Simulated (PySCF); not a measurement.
Reading a saddle point

A first-order saddle point of SiNH7, closed shell, PBE0-D4/def2-TZVP, with one imaginary mode of 1350i cm⁻¹:

Si1  (-0.016, -0.043, 0.822)
H2  (1.637, 0.055, -0.056)
H3  (0.480, -1.339, 1.345)
H4  (-1.488, -0.109, 1.183)
H5  (0.399, 1.219, 1.480)
H6  (0.863, 0.077, -0.934)
N7  (-0.326, 0.044, -1.031)
H8  (-0.802, 0.877, -1.361)
H9  (-0.748, -0.779, -1.448)
(Å)

Computed with PySCF 2.14 with density fitting (its default auxiliary sets; JK sets also for MP2 and CCSD(T)) (basis: def2-TZVPP and def2-QZVPP); correlated methods freeze the cores. Extrapolation: Hartree–Fock as exp(−7.88 √X), correlation as X^−2.97.

Which contacts change along the imaginary mode, and what lies on either side? (A judgement: the text doesn't fix the answer.)

Computed: The step is SiH₄ + NH₃ → SiNH₅ ([NH2][SiH3]) + H₂, with the molecules in contact on both sides. Shortening one way: Si1–N7, H2–H6; lengthening the same way: Si1–H2, H6–N7.
```
  pair  one side (Å)  saddle (Å)  other side (Å)
Si1–N7          3.03        1.88            1.72
 H2–H6          3.13        1.17            0.75
Si1–H2          1.48        1.87            4.00
 H6–N7          1.01        1.19            2.74
```

Which side is lower, and how far does the saddle lie above each? (To be estimated.)

Computed: The side with Si1–N7, H2–H6 short is lower by 14.5 kJ/mol; the saddle lies 210.5 kJ/mol above it and 195.9 kJ/mol above the other (CCSD(T) at an estimated basis limit (MP2 extrapolated from triple and quadruple zeta, plus CCSD(T) − MP2 in triple zeta); electronic energies).

The T1 diagnostic stays at or below 0.012.

Labels in which every atom is bracketed show which atoms are joined, not bond orders.

For scale, one of the runs: CCSD(T)/def2-TZVPP, 171 basis functions, launched by `OMP_NUM_THREADS=4 python run.py`. The run took 2.1 min on 4 CPU threads of an Arm Neoverse V1 (shared host), with 1.2 GiB of host memory at its peak.
